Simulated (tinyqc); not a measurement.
UKS/LDA (VWN5) in the sto-3g basis, for H2O, spin multiplicity 3, step by step (part 1 of 2). Computed by tinyqc, a small Python program that keeps every step (integrals from PySCF). Settings: charge = 0, multiplicity = 3, basis = sto-3g, energy threshold = 1e-10, iteration cap = 82, orthogonalisation = canonical, start = core, DIIS depth = 0, damping = 0.2, method = UKS, functional = lda,vwn, grid = [30, 50]. Command: `OMP_NUM_THREADS=1 python tinyqc.py 23530 23531 out.jsonl` (the two numbers bound the seeds that draw the settings). One thread of a shared host (Intel(R) Xeon(R) Processor @ 2.60GHz), about 2 s of CPU time with the checks. Later iterations appear only in the table of the cycle.

## One-electron integrals

Geometry (angstrom):
```
atom        x         y        z
O     0.00000   0.00000  0.00000
H     0.00000   0.89200  0.80200
H     0.00000  -0.89200  0.80200
```

Basis sto-3g: exponents (1/bohr^2) and contraction coefficients of normalised primitives:
```
element  l (shell)   exponent  coefficient
O            s (1)  130.70932      0.15433
O            s (1)   23.80886      0.53533
O            s (1)    6.44361      0.44463
O            s (2)    5.03315     -0.09997
O            s (2)    1.16960      0.39951
O            s (2)    0.38039      0.70012
O            p (3)    5.03315      0.15592
O            p (3)    1.16960      0.60768
O            p (3)    0.38039      0.39196
H            s (1)    3.42525      0.15433
H            s (1)    0.62391      0.53533
H            s (1)    0.16886      0.44463
```

Overlap, kinetic and nuclear-attraction integrals over the contracted functions; the nuclear repulsion is the sum of Za Zb / Rab.

nuclear repulsion = 7.3550951 hartree

overlap S, order 1O 1s, 1O 2s, 1O 2px, 1O 2py, 1O 2pz, 2H 1s, 3H 1s:
$$\begin{pmatrix}
1.00000 & 0.23670 & 0.00000 & 0.00000 & 0.00000 & 0.03035 & 0.03035 \\
0.23670 & 1.00000 & 0.00000 & 0.00000 & 0.00000 & 0.33091 & 0.33091 \\
0.00000 & 0.00000 & 1.00000 & 0.00000 & 0.00000 & 0.00000 & 0.00000 \\
0.00000 & 0.00000 & 0.00000 & 1.00000 & 0.00000 & 0.22494 & -0.22494 \\
0.00000 & 0.00000 & 0.00000 & 0.00000 & 1.00000 & 0.20224 & 0.20224 \\
0.03035 & 0.33091 & 0.00000 & 0.22494 & 0.20224 & 1.00000 & 0.16822 \\
0.03035 & 0.33091 & 0.00000 & -0.22494 & 0.20224 & 0.16822 & 1.00000
\end{pmatrix}$$

kinetic energy T (hartree), order 1O 1s, 1O 2s, 1O 2px, 1O 2py, 1O 2pz, 2H 1s, 3H 1s:
$$\begin{pmatrix}
29.00320 & -0.16801 & 0.00000 & 0.00000 & 0.00000 & -0.00883 & -0.00883 \\
-0.16801 & 0.80813 & 0.00000 & 0.00000 & 0.00000 & 0.04118 & 0.04118 \\
0.00000 & 0.00000 & 2.52873 & 0.00000 & 0.00000 & 0.00000 & 0.00000 \\
0.00000 & 0.00000 & 0.00000 & 2.52873 & 0.00000 & 0.09926 & -0.09926 \\
0.00000 & 0.00000 & 0.00000 & 0.00000 & 2.52873 & 0.08925 & 0.08925 \\
-0.00883 & 0.04118 & 0.00000 & 0.09926 & 0.08925 & 0.76003 & -0.00569 \\
-0.00883 & 0.04118 & 0.00000 & -0.09926 & 0.08925 & -0.00569 & 0.76003
\end{pmatrix}$$

nuclear attraction V (hartree), order 1O 1s, 1O 2s, 1O 2px, 1O 2py, 1O 2pz, 2H 1s, 3H 1s:
$$\begin{pmatrix}
-61.50076 & -7.39193 & 0.00000 & 0.00000 & -0.01322 & -0.96926 & -0.96926 \\
-7.39193 & -9.93196 & 0.00000 & 0.00000 & -0.16388 & -2.46697 & -2.46697 \\
0.00000 & 0.00000 & -9.81092 & 0.00000 & 0.00000 & 0.00000 & 0.00000 \\
0.00000 & 0.00000 & 0.00000 & -9.89054 & 0.00000 & -1.46326 & 1.46326 \\
-0.01322 & -0.16388 & 0.00000 & 0.00000 & -9.87528 & -1.35781 & -1.35781 \\
-0.96926 & -2.46697 & 0.00000 & -1.46326 & -1.35781 & -5.00284 & -0.91736 \\
-0.96926 & -2.46697 & 0.00000 & 1.46326 & -1.35781 & -0.91736 & -5.00284
\end{pmatrix}$$

core Hamiltonian H = T + V (hartree), order 1O 1s, 1O 2s, 1O 2px, 1O 2py, 1O 2pz, 2H 1s, 3H 1s:
$$\begin{pmatrix}
-32.49756 & -7.55994 & 0.00000 & 0.00000 & -0.01322 & -0.97809 & -0.97809 \\
-7.55994 & -9.12384 & 0.00000 & 0.00000 & -0.16388 & -2.42579 & -2.42579 \\
0.00000 & 0.00000 & -7.28218 & 0.00000 & 0.00000 & 0.00000 & 0.00000 \\
0.00000 & 0.00000 & 0.00000 & -7.36181 & 0.00000 & -1.36400 & 1.36400 \\
-0.01322 & -0.16388 & 0.00000 & 0.00000 & -7.34655 & -1.26856 & -1.26856 \\
-0.97809 & -2.42579 & 0.00000 & -1.36400 & -1.26856 & -4.24281 & -0.92306 \\
-0.97809 & -2.42579 & 0.00000 & 1.36400 & -1.26856 & -0.92306 & -4.24281
\end{pmatrix}$$

## Two-electron integrals

Functions are numbered as in S; the eight-fold symmetry (ij|kl) = (ji|kl) = (kl|ij) leaves the list below.

Two-electron integrals (ij|kl) in chemists' order, unique and non-zero (hartree):
```
(11|11) 4.78507    (21|11) 0.74138    (21|21) 0.13687    (22|11) 1.11895
(22|21) 0.25663    (22|22) 0.81721    (31|31) 0.02448    (32|31) 0.03781
(32|32) 0.18052    (33|11) 1.11581    (33|21) 0.25668    (33|22) 0.81702
(33|33) 0.88016    (41|41) 0.02448    (42|41) 0.03781    (42|42) 0.18052
(43|43) 0.04744    (44|11) 1.11581    (44|21) 0.25668    (44|22) 0.81702
(44|33) 0.78527    (44|44) 0.88016    (51|51) 0.02448    (52|51) 0.03781
(52|52) 0.18052    (53|53) 0.04744    (54|54) 0.04744    (55|11) 1.11581
(55|21) 0.25668    (55|22) 0.81702    (55|33) 0.78527    (55|44) 0.78527
(55|55) 0.88016    (61|11) 0.09611    (61|21) 0.01761    (61|22) 0.03288
(61|33) 0.03282    (61|41) 0.00059    (61|42) 0.00112    (61|44) 0.03293
(61|51) 0.00053    (61|52) 0.00100    (61|54) 0.00010    (61|55) 0.03291
(61|61) 0.00229    (62|11) 0.26074    (62|21) 0.06067    (62|22) 0.21728
(62|33) 0.21341    (62|41) 0.00338    (62|42) 0.02708    (62|44) 0.21971
(62|51) 0.00304    (62|52) 0.02435    (62|54) 0.00567    (62|55) 0.21851
(62|61) 0.00798    (62|62) 0.07480    (63|31) 0.00601    (63|32) 0.03620
(63|43) 0.00546    (63|53) 0.00491    (63|63) 0.01005    (64|11) 0.14821
(64|21) 0.03490    (64|22) 0.13348    (64|33) 0.12759    (64|41) 0.00770
(64|42) 0.05173    (64|44) 0.14215    (64|51) 0.00152    (64|52) 0.01397
(64|54) 0.00818    (64|55) 0.13054    (64|61) 0.00477    (64|62) 0.05589
(64|64) 0.05136    (65|11) 0.13326    (65|21) 0.03138    (65|22) 0.12001
(65|33) 0.11472    (65|41) 0.00152    (65|42) 0.01397    (65|44) 0.11799
(65|51) 0.00737    (65|52) 0.04876    (65|54) 0.00840    (65|55) 0.12718
(65|61) 0.00429    (65|62) 0.05025    (65|64) 0.03714    (65|65) 0.04345
(66|11) 0.43476    (66|21) 0.10277    (66|22) 0.42417    (66|33) 0.40820
(66|41) 0.00669    (66|42) 0.07580    (66|44) 0.43441    (66|51) 0.00601
(66|52) 0.06815    (66|54) 0.02357    (66|55) 0.42939    (66|61) 0.01359
(66|62) 0.19347    (66|64) 0.16509    (66|65) 0.14843    (66|66) 0.77461
(71|11) 0.09611    (71|21) 0.01761    (71|22) 0.03288    (71|33) 0.03282
(71|41) -0.00059   (71|42) -0.00112   (71|44) 0.03293    (71|51) 0.00053
(71|52) 0.00100    (71|54) -0.00010   (71|55) 0.03291    (71|61) 0.00226
(71|62) 0.00775    (71|64) 0.00428    (71|65) 0.00417    (71|66) 0.01313
(71|71) 0.00229    (72|11) 0.26074    (72|21) 0.06067    (72|22) 0.21728
(72|33) 0.21341    (72|41) -0.00338   (72|42) -0.02708   (72|44) 0.21971
(72|51) 0.00304    (72|52) 0.02435    (72|54) -0.00567   (72|55) 0.21851
(72|61) 0.00775    (72|62) 0.05997    (72|64) 0.03117    (72|65) 0.03919
(72|66) 0.12549    (72|71) 0.00798    (72|72) 0.07480    (73|31) 0.00601
(73|32) 0.03620    (73|43) -0.00546   (73|53) 0.00491    (73|63) 0.00778
(73|73) 0.01005    (74|11) -0.14821   (74|21) -0.03490   (74|22) -0.13348
(74|33) -0.12759   (74|41) 0.00770    (74|42) 0.05173    (74|44) -0.14215
(74|51) -0.00152   (74|52) -0.01397   (74|54) 0.00818    (74|55) -0.13054
(74|61) -0.00428   (74|62) -0.03117   (74|64) -0.00883   (74|65) -0.01999
(74|66) -0.05995   (74|71) -0.00477   (74|72) -0.05589   (74|74) 0.05136
(75|11) 0.13326    (75|21) 0.03138    (75|22) 0.12001    (75|33) 0.11472
(75|41) -0.00152   (75|42) -0.01397   (75|44) 0.11799    (75|51) 0.00737
(75|52) 0.04876    (75|54) -0.00840   (75|55) 0.12718    (75|61) 0.00417
(75|62) 0.03919    (75|64) 0.01999    (75|65) 0.03303    (75|66) 0.08937
(75|71) 0.00429    (75|72) 0.05025    (75|74) -0.03714   (75|75) 0.04345
(76|11) 0.08972    (76|21) 0.02110    (76|22) 0.08322    (76|33) 0.08108
(76|44) 0.08250    (76|51) 0.00157    (76|52) 0.01551    (76|55) 0.08600
(76|61) 0.00275    (76|62) 0.02943    (76|64) 0.01917    (76|65) 0.02226
(76|66) 0.08341    (76|71) 0.00275    (76|72) 0.02943    (76|74) -0.01917
(76|75) 0.02226    (76|76) 0.01515    (77|11) 0.43476    (77|21) 0.10277
(77|22) 0.42417    (77|33) 0.40820    (77|41) -0.00669   (77|42) -0.07580
(77|44) 0.43441    (77|51) 0.00601    (77|52) 0.06815    (77|54) -0.02357
(77|55) 0.42939    (77|61) 0.01313    (77|62) 0.12549    (77|64) 0.05995
(77|65) 0.08937    (77|66) 0.29442    (77|71) 0.01359    (77|72) 0.19347
(77|74) -0.16509   (77|75) 0.14843    (77|76) 0.08341    (77|77) 0.77461
```

## Orthogonalisation

S = U s U^T; canonical form X = U s^(-1/2), so that X^T S X = 1. Each column of U has its largest component positive (the first on a tie).

eigenvalues of S: [0.49449, 0.58685, 0.88102, 1.00000, 1.11194, 1.24493, 1.68076]

X, order 1O 1s, 1O 2s, 1O 2px, 1O 2py, 1O 2pz, 2H 1s, 3H 1s:
$$\begin{pmatrix}
-0.37893 & 0.00000 & 0.71023 & 0.00000 & 0.61743 & 0.00000 & 0.19002 \\
0.96318 & 0.00000 & -0.30594 & 0.00000 & 0.33414 & 0.00000 & 0.44621 \\
0.00000 & 0.00000 & 0.00000 & 1.00000 & 0.00000 & 0.00000 & 0.00000 \\
0.00000 & 0.79638 & 0.00000 & 0.00000 & 0.00000 & 0.71013 & 0.00000 \\
0.48022 & 0.00000 & 0.67661 & 0.00000 & -0.59368 & 0.00000 & 0.23233 \\
-0.60016 & -0.73136 & -0.19902 & 0.00000 & -0.16431 & 0.38663 & 0.39101 \\
-0.60016 & 0.73136 & -0.19902 & 0.00000 & -0.16431 & -0.38663 & 0.39101
\end{pmatrix}$$

## Starting guess

The start is the orbitals of the core Hamiltonian; D(s) = C_occ C_occ^T for each spin.

D(alpha) at the start, order 1O 1s, 1O 2s, 1O 2px, 1O 2py, 1O 2pz, 2H 1s, 3H 1s:
$$\begin{pmatrix}
1.06534 & -0.29117 & 0.00000 & 0.00000 & -0.02383 & 0.05892 & 0.05892 \\
-0.29117 & 1.33207 & 0.00000 & 0.00000 & 0.16082 & -0.39760 & -0.39760 \\
0.00000 & 0.00000 & 1.00000 & 0.00000 & 0.00000 & 0.00000 & 0.00000 \\
0.00000 & 0.00000 & 0.00000 & 1.08389 & 0.00000 & -0.11632 & 0.11632 \\
-0.02383 & 0.16082 & 0.00000 & 0.00000 & 1.09484 & -0.23448 & -0.23448 \\
0.05892 & -0.39760 & 0.00000 & -0.11632 & -0.23448 & 0.59218 & 0.56721 \\
0.05892 & -0.39760 & 0.00000 & 0.11632 & -0.23448 & 0.56721 & 0.59218
\end{pmatrix}$$

D(beta) at the start, order 1O 1s, 1O 2s, 1O 2px, 1O 2py, 1O 2pz, 2H 1s, 3H 1s:
$$\begin{pmatrix}
1.06360 & -0.27558 & 0.00000 & 0.00000 & -0.01582 & 0.02765 & 0.02765 \\
-0.27558 & 1.19252 & 0.00000 & 0.00000 & 0.08905 & -0.11762 & -0.11762 \\
0.00000 & 0.00000 & 0.00000 & 0.00000 & 0.00000 & 0.00000 & 0.00000 \\
0.00000 & 0.00000 & 0.00000 & 1.08389 & 0.00000 & -0.11632 & 0.11632 \\
-0.01582 & 0.08905 & 0.00000 & 0.00000 & 1.05793 & -0.09047 & -0.09047 \\
0.02765 & -0.11762 & 0.00000 & -0.11632 & -0.09047 & 0.03043 & 0.00547 \\
0.02765 & -0.11762 & 0.00000 & 0.11632 & -0.09047 & 0.00547 & 0.03043
\end{pmatrix}$$

## Iteration 1: exchange-correlation on the grid

Becke grid with 30 radial and 50 angular points per atom, points of zero weight dropped. rho = sum D_ij phi_i phi_j; V_xc,ij = sum w v_xc phi_i phi_j; v_xc is d(rho eps)/d rho(s) for spin s.

The 16 grid points with the largest w rho, of 4460 (bohr, atomic units):
```
x                y         z        w  rho(alpha)  rho(beta)    eps_xc  v_xc(alpha)
0.00000    0.70470  -0.70470  0.05640     0.28659    0.28659  -0.68051     -0.89315
0.00000   -0.70470  -0.70470  0.05640     0.28659    0.28659  -0.68051     -0.89315
0.00000    0.85664  -0.85664  0.09572     0.16425    0.16419  -0.57210     -0.74992
0.00000   -0.85664  -0.85664  0.09572     0.16425    0.16419  -0.57210     -0.74992
-0.30049   0.90146  -0.30049  0.05013     0.29041    0.27153  -0.67643     -0.89514
-0.30049  -0.90146  -0.30049  0.05013     0.29041    0.27153  -0.67643     -0.89514
0.30049   -0.90146  -0.30049  0.05013     0.29041    0.27153  -0.67643     -0.89514
0.30049    0.90146  -0.30049  0.05013     0.29041    0.27153  -0.67643     -0.89514
0.00000   -0.70470   0.70470  0.04909     0.28665    0.28646  -0.68048     -0.89319
0.00000    0.70470   0.70470  0.04909     0.28665    0.28646  -0.68048     -0.89319
0.00000   -0.57289   0.57289  0.03120     0.44645    0.44125  -0.78041     -1.02689
0.00000    0.57289   0.57289  0.03120     0.44645    0.44125  -0.78041     -1.02689
0.30049   -0.30049   0.90146  0.04830     0.29698    0.27597  -0.68057     -0.90133
0.30049    0.30049   0.90146  0.04830     0.29698    0.27597  -0.68057     -0.90133
-0.30049  -0.30049   0.90146  0.04830     0.29698    0.27597  -0.68057     -0.90133
-0.30049   0.30049   0.90146  0.04830     0.29698    0.27597  -0.68057     -0.90133
```

electrons on the grid, sum of w rho = 10.00185

E_xc = sum of w rho eps_xc = -9.2399081 hartree

V_xc(alpha) (hartree), order 1O 1s, 1O 2s, 1O 2px, 1O 2py, 1O 2pz, 2H 1s, 3H 1s:
$$\begin{pmatrix}
-2.94132 & -0.43047 & 0.00000 & 0.00000 & -0.00132 & -0.05614 & -0.05614 \\
-0.43047 & -0.84409 & 0.00000 & 0.00000 & -0.00800 & -0.20978 & -0.20978 \\
0.00000 & 0.00000 & -0.83072 & 0.00000 & 0.00000 & 0.00000 & 0.00000 \\
0.00000 & 0.00000 & 0.00000 & -0.84448 & 0.00000 & -0.12671 & 0.12671 \\
-0.00132 & -0.00800 & 0.00000 & 0.00000 & -0.84376 & -0.11668 & -0.11668 \\
-0.05614 & -0.20978 & 0.00000 & -0.12671 & -0.11668 & -0.43847 & -0.07459 \\
-0.05614 & -0.20978 & 0.00000 & 0.12671 & -0.11668 & -0.07459 & -0.43847
\end{pmatrix}$$

V_xc(beta) (hartree), order 1O 1s, 1O 2s, 1O 2px, 1O 2py, 1O 2pz, 2H 1s, 3H 1s:
$$\begin{pmatrix}
-2.92346 & -0.41806 & 0.00000 & 0.00000 & -0.00106 & -0.05463 & -0.05463 \\
-0.41806 & -0.77973 & 0.00000 & 0.00000 & -0.00241 & -0.18446 & -0.18446 \\
0.00000 & 0.00000 & -0.71854 & 0.00000 & 0.00000 & 0.00000 & 0.00000 \\
0.00000 & 0.00000 & 0.00000 & -0.80380 & 0.00000 & -0.10780 & 0.10780 \\
-0.00106 & -0.00241 & 0.00000 & 0.00000 & -0.80322 & -0.09738 & -0.09738 \\
-0.05463 & -0.18446 & 0.00000 & -0.10780 & -0.09738 & -0.28856 & -0.05937 \\
-0.05463 & -0.18446 & 0.00000 & 0.10780 & -0.09738 & -0.05937 & -0.28856
\end{pmatrix}$$

## Iteration 1: building the Kohn-Sham matrix

J_ij = sum D_kl (ij|kl) with D = D(alpha) + D(beta); F = H + J + V_xc; E = tr D H + tr D J / 2 + E_xc + E_nn.

Coulomb J (hartree), order 1O 1s, 1O 2s, 1O 2px, 1O 2py, 1O 2pz, 2H 1s, 3H 1s:
$$\begin{pmatrix}
17.93734 & 3.39674 & 0.00000 & 0.00000 & 0.00916 & 0.43782 & 0.43782 \\
3.39674 & 8.40830 & 0.00000 & 0.00000 & 0.06363 & 2.20441 & 2.20441 \\
0.00000 & 0.00000 & 8.32503 & 0.00000 & 0.00000 & 0.00000 & 0.00000 \\
0.00000 & 0.00000 & 0.00000 & 8.43935 & 0.00000 & 1.34535 & -1.34535 \\
0.00916 & 0.06363 & 0.00000 & 0.00000 & 8.43702 & 1.22573 & 1.22573 \\
0.43782 & 2.20441 & 0.00000 & 1.34535 & 1.22573 & 4.36564 & 0.84461 \\
0.43782 & 2.20441 & 0.00000 & -1.34535 & 1.22573 & 0.84461 & 4.36564
\end{pmatrix}$$

F(alpha) (hartree), order 1O 1s, 1O 2s, 1O 2px, 1O 2py, 1O 2pz, 2H 1s, 3H 1s:
$$\begin{pmatrix}
-17.50154 & -4.59367 & 0.00000 & 0.00000 & -0.00538 & -0.59641 & -0.59641 \\
-4.59367 & -1.55963 & 0.00000 & 0.00000 & -0.10825 & -0.43116 & -0.43116 \\
0.00000 & 0.00000 & 0.21212 & 0.00000 & 0.00000 & 0.00000 & 0.00000 \\
0.00000 & 0.00000 & 0.00000 & 0.23306 & 0.00000 & -0.14536 & 0.14536 \\
-0.00538 & -0.10825 & 0.00000 & 0.00000 & 0.24671 & -0.15951 & -0.15951 \\
-0.59641 & -0.43116 & 0.00000 & -0.14536 & -0.15951 & -0.31564 & -0.15304 \\
-0.59641 & -0.43116 & 0.00000 & 0.14536 & -0.15951 & -0.15304 & -0.31564
\end{pmatrix}$$

F(beta) (hartree), order 1O 1s, 1O 2s, 1O 2px, 1O 2py, 1O 2pz, 2H 1s, 3H 1s:
$$\begin{pmatrix}
-17.48369 & -4.58125 & 0.00000 & 0.00000 & -0.00512 & -0.59490 & -0.59490 \\
-4.58125 & -1.49527 & 0.00000 & 0.00000 & -0.10266 & -0.40584 & -0.40584 \\
0.00000 & 0.00000 & 0.32430 & 0.00000 & 0.00000 & 0.00000 & 0.00000 \\
0.00000 & 0.00000 & 0.00000 & 0.27373 & 0.00000 & -0.12645 & 0.12645 \\
-0.00512 & -0.10266 & 0.00000 & 0.00000 & 0.28725 & -0.14021 & -0.14021 \\
-0.59490 & -0.40584 & 0.00000 & -0.12645 & -0.14021 & -0.16573 & -0.13782 \\
-0.59490 & -0.40584 & 0.00000 & 0.12645 & -0.14021 & -0.13782 & -0.16573
\end{pmatrix}$$

total energy of this density = -73.6612475 hartree

This density is the starting one.

## Iteration 1: diagonalisation and new density

Diagonalise F' = X^T F X, C = X C', fill 6 alpha and 4 beta electrons from the bottom; D(s) = C_occ C_occ^T; the new density keeps 0.2 of the old one (damping). Each column has its largest component positive (the first on a tie).

F' = X^T F X (alpha) (hartree):
$$\begin{pmatrix}
-0.34733 & 0.00000 & 1.99333 & 0.00000 & 1.91013 & 0.00000 & 0.92940 \\
0.00000 & 0.31253 & 0.00000 & 0.00000 & 0.00000 & 0.28523 & 0.00000 \\
1.99333 & 0.00000 & -6.54438 & 0.00000 & -7.61407 & 0.00000 & -3.42870 \\
0.00000 & 0.00000 & 0.00000 & 0.21212 & 0.00000 & 0.00000 & 0.00000 \\
1.91013 & 0.00000 & -7.61407 & 0.00000 & -8.35850 & 0.00000 & -4.01077 \\
0.00000 & 0.28523 & 0.00000 & 0.00000 & 0.00000 & -0.09073 & 0.00000 \\
0.92940 & 0.00000 & -3.42870 & 0.00000 & -4.01077 & 0.00000 & -2.41048
\end{pmatrix}$$

orbital energies (alpha) (hartree): MO1 -17.51513, MO2 -0.53017, MO3 -0.23840, MO4 -0.02443, MO5 0.21212, MO6 0.40904, MO7 0.46020

coefficients C (alpha), order 1O 1s, 1O 2s, 1O 2px, 1O 2py, 1O 2pz, 2H 1s, 3H 1s:
$$\begin{pmatrix}
0.99244 & -0.18468 & 0.00000 & -0.20898 & 0.00000 & -0.05120 & 0.00000 \\
0.03174 & 0.60669 & 0.00000 & 0.93452 & 0.00000 & 0.29944 & 0.00000 \\
0.00000 & 0.00000 & 0.00000 & 0.00000 & 1.00000 & 0.00000 & 0.00000 \\
0.00000 & 0.00000 & 0.26448 & 0.00000 & 0.00000 & 0.00000 & 1.03371 \\
0.00269 & 0.13229 & 0.00000 & -0.23763 & 0.00000 & 1.01038 & 0.00000 \\
-0.00576 & 0.36427 & 0.67960 & -0.53202 & 0.00000 & -0.40487 & -0.47172 \\
-0.00576 & 0.36427 & -0.67960 & -0.53202 & 0.00000 & -0.40487 & 0.47172
\end{pmatrix}$$

F' = X^T F X (beta) (hartree):
$$\begin{pmatrix}
-0.24017 & 0.00000 & 2.01412 & 0.00000 & 1.94294 & 0.00000 & 0.89201 \\
0.00000 & 0.43836 & 0.00000 & 0.00000 & 0.00000 & 0.22407 & 0.00000 \\
2.01412 & 0.00000 & -6.51025 & 0.00000 & -7.61670 & 0.00000 & -3.45123 \\
0.00000 & 0.00000 & 0.00000 & 0.32430 & 0.00000 & 0.00000 & 0.00000 \\
1.94294 & 0.00000 & -7.61670 & 0.00000 & -8.31723 & 0.00000 & -4.02961 \\
0.00000 & 0.22407 & 0.00000 & 0.00000 & 0.00000 & -0.00918 & 0.00000 \\
0.89201 & 0.00000 & -3.45123 & 0.00000 & -4.02961 & 0.00000 & -2.31592
\end{pmatrix}$$

orbital energies (beta) (hartree): MO1 -17.49674, MO2 -0.44064, MO3 -0.10208, MO4 0.07949, MO5 0.32430, MO6 0.47432, MO7 0.53126

coefficients C (beta), order 1O 1s, 1O 2s, 1O 2px, 1O 2py, 1O 2pz, 2H 1s, 3H 1s:
$$\begin{pmatrix}
0.99261 & -0.19939 & 0.00000 & -0.18944 & 0.00000 & -0.06651 & 0.00000 \\
0.03106 & 0.67645 & 0.00000 & 0.85618 & 0.00000 & 0.37480 & 0.00000 \\
0.00000 & 0.00000 & 0.00000 & 0.00000 & 1.00000 & 0.00000 & 0.00000 \\
0.00000 & 0.00000 & 0.35098 & 0.00000 & 0.00000 & 0.00000 & 1.00763 \\
0.00260 & 0.13856 & 0.00000 & -0.34922 & 0.00000 & 0.97657 & 0.00000 \\
-0.00560 & 0.31734 & 0.63726 & -0.51023 & 0.00000 & -0.46757 & -0.52752 \\
-0.00560 & 0.31734 & -0.63726 & -0.51023 & 0.00000 & -0.46757 & 0.52752
\end{pmatrix}$$

D(alpha) after iteration 1, order 1O 1s, 1O 2s, 1O 2px, 1O 2py, 1O 2pz, 2H 1s, 3H 1s:
$$\begin{pmatrix}
1.06534 & -0.29117 & 0.00000 & 0.00000 & -0.02383 & 0.05892 & 0.05892 \\
-0.29117 & 1.33207 & 0.00000 & 0.00000 & 0.16082 & -0.39760 & -0.39760 \\
0.00000 & 0.00000 & 1.00000 & 0.00000 & 0.00000 & 0.00000 & 0.00000 \\
0.00000 & 0.00000 & 0.00000 & 0.27274 & 0.00000 & 0.12053 & -0.12053 \\
-0.02383 & 0.16082 & 0.00000 & 0.00000 & 1.09484 & -0.23448 & -0.23448 \\
0.05892 & -0.39760 & 0.00000 & 0.12053 & -0.23448 & 0.95167 & 0.20771 \\
0.05892 & -0.39760 & 0.00000 & -0.12053 & -0.23448 & 0.20771 & 0.95167
\end{pmatrix}$$

D(beta) after iteration 1, order 1O 1s, 1O 2s, 1O 2px, 1O 2py, 1O 2pz, 2H 1s, 3H 1s:
$$\begin{pmatrix}
1.06146 & -0.26811 & 0.00000 & 0.00000 & 0.02973 & 0.02779 & 0.02779 \\
-0.26811 & 1.19178 & 0.00000 & 0.00000 & -0.14634 & -0.20141 & -0.20141 \\
0.00000 & 0.00000 & 0.00000 & 0.00000 & 0.00000 & 0.00000 & 0.00000 \\
0.00000 & 0.00000 & 0.00000 & 0.31533 & 0.00000 & 0.15567 & -0.15567 \\
0.02973 & -0.14634 & 0.00000 & 0.00000 & 0.32451 & 0.15962 & 0.15962 \\
0.02779 & -0.20141 & 0.00000 & 0.15567 & 0.15962 & 0.61982 & -0.03493 \\
0.02779 & -0.20141 & 0.00000 & -0.15567 & 0.15962 & -0.03493 & 0.61982
\end{pmatrix}$$
